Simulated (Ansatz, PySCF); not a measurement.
ozone (O₃), SMILES [O-][O+]=O.

Geometry optimised at PBE0-D3(BJ)/def2-TZVP. The molecule may have multireference character, which single-reference levels describe poorly.

Vertical ionisation energy (IE) and electron affinity (EA) in eV. Rows of orbital energies are one-electron estimates. Where ΔSCF, EOM or ADC give a negative EA the extra electron is unbound and the value depends on the basis.

```json
[
 {"level": "−ε(HOMO), −ε(LUMO), HF/def2-TZVPD (PySCF)", "IE": "13.39", "EA": "0.84"},
 {"level": "−ε(HOMO), −ε(LUMO), PBE/def2-TZVPD (PySCF)", "IE": "7.81", "EA": "5.87"},
 {"level": "EOM-CCSD/aug-cc-pVDZ (PySCF)", "IE": "12.57", "EA": "1.27"},
 {"level": "ΔSCF, PBE/def2-TZVPD (Ansatz), final states of multiplicity 2 and 2", "IE": "12.45", "EA": "1.55"}
]
```

### Question
What vertical singlet–triplet gap does ΔSCF give with CAM-B3LYP/def2-TZVPD (Ansatz, a first-principles code) and with PBE/def2-TZVPD (Ansatz)? (The exact figures need the calculation; the answer reports its results.)

### Answer
1.24 and 1.54 eV (triplet above singlet where positive).
